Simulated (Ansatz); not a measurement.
C4H5N can be A, `C=C=CN=C`, or B, `c1cc[nH]c1`.

Calculated with Ansatz (gas phase, PBE0-D4/def2-TZVP geometries, no zero-point term in ΔE). CCSD(T)/CBS adds triple-zeta CCSD(T) − MP2 to the extrapolated MP2 energy (def2 sets, frozen cores). DFT in def2-TZVPP. B3LYP here is the variant with VWN-RPA as its local correlation; programs differ in this. Each species was taken in one conformer, which may not be the lowest.

(1) Which is lower in electronic energy at CCSD(T)/CBS, and by how much? (Best estimate.)

(2) Give E(B) − E(A) in kcal/mol with B3LYP, LDA (SPW92), B2PLYP, B3LYP-D4, CCSD(T)/def2-TZVPP, CCSD/def2-TZVPP, PBE0-D4. (Best estimate.)

(3) Does the order hold for the free energy at 298.15 K (harmonic terms from PBE0-D4)? (Best estimate.)

Largest T1 diagnostic: 0.013.

Answers

(1) Ansatz gave: B, by 53.5 kcal/mol.

(2) Computed: B3LYP -48.3, LDA (SPW92) -63.8, B2PLYP -52.0, B3LYP-D4 -49.6, CCSD(T)/def2-TZVPP -52.0, CCSD/def2-TZVPP -51.6, PBE0-D4 -57.8. None reverses the order clearly.

(3) Ansatz gave: Yes: G(B) − G(A) = -48.6 kcal/mol, for one conformer each.

From r2SCAN to r2SCAN0 (25 % exact exchange), in def2-TZVPP and without D4, E(B) − E(A) moves by −3.6 kcal/mol. The D4 term adds −1.4 kcal/mol with B3LYP and −0.6 kcal/mol with PBE0; it sums over pairs of atoms, weighted by their polarisabilities, and B3LYP, whose exchange is more repulsive, gets the larger term.
